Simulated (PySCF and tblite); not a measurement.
Results of a calculation; reference values are marked as such.
C₃H₆O, numbered as in [CH2:1]=[CH:2][CH2:3][OH:4].

The ensemble was built from 90 distance-geometry starts (ETKDG, MMFF94s, GFN2-xTB) and rests on PBE0-D3(BJ)/def2-SVP geometries. Energies: PBE0-D3(BJ)/pcSseg-1 (IEF-PCM, chloroform), with GFN2-xTB thermal terms (modes under about 100 cm⁻¹ blended into free rotors). Symmetry numbers and mirror images are counted. Conformers within 3 kcal/mol (GFN2-xTB free energy) were kept, 6 at most. Run with PySCF (density fitting) and tblite.

Torsions listed: C1–C2–C3–O4, C2–C3–O4–H4. Of a mirror pair one member is shown.

```tsv
conformer	shape	symmetry
1	-127°, -61°	C1 (pair)
2	-133°, -172°	C1 (pair)
3	-125°, 57°	C1 (pair)
4	8°, 60°	C1 (pair)
5	-1°, -179°	Cs
```

**Question.** Which of these conformers is the most populated at 298.15 K, and with what share?

**Answer.** Conformer 4, about 62 %.

**Question.** Give the DFT energies and free energies relative to the lowest, and all weights.

**Answer.** 
| conformer | shape | E(DFT) kcal/mol | G(298.15 K) kcal/mol | weight % |
| --- | --- | --- | --- | --- |
| 1 | -127°, -61° | 1.88 | 1.74 | 3.3 |
| 2 | -133°, -172° | 2.17 | 1.86 | 2.7 |
| 3 | -125°, 57° | 0.60 | 0.54 | 25.0 |
| 4 | 8°, 60° | 0.00 | 0.00 | 61.7 |
| 5 | -1°, -179° | 1.11 | 1.26 | 7.4 |

**Question.** How does its share change from 250 K to 373.15 K?

**Answer.** From 68 % to 55 %; the mixing entropy goes from 3.11 to 3.62 cal/(mol K).
